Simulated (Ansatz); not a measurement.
Mulliken charges of `OC(O)Cl` from B3LYP/def2-TZVPP in Ansatz (PBE0-D4/def2-TZVP geometry).

| atom | x (Å) | y (Å) | z (Å) | charge (e) |
| --- | --- | --- | --- | --- |
| O1 | -0.683 | 0.579 | -0.819 | -0.294 |
| C2 | -0.195 | -0.132 | 0.262 | 0.232 |
| O3 | 1.162 | -0.030 | 0.405 | -0.297 |
| Cl4 | -0.713 | -1.827 | -0.012 | -0.151 |
| H5 | -0.447 | 1.504 | -0.681 | 0.194 |
| H6 | -0.637 | 0.171 | 1.212 | 0.123 |
| H7 | 1.573 | -0.334 | -0.413 | 0.195 |

**Question.** By hand: the dipole of these point charges (1 e Å = 4.8032 D).

**Answer.** Σ q r = (0.060, 0.332, 0.120) e Å, of length 0.358 e Å = 1.72 D.

**Question.** How does the dipole of the full density compare? (Estimate.)

**Answer.** The calculation gave: (0.174, 0.416, -0.009) e Å, 2.17 D; the point charges give 0.79 times that, at 24° from its direction.

Point charges leave out the atoms' own dipoles, such as those of lone pairs, and Mulliken's split depends on the basis, so the two needn't agree.

B3LYP here is the variant with VWN-RPA as its local correlation; programs differ in this.
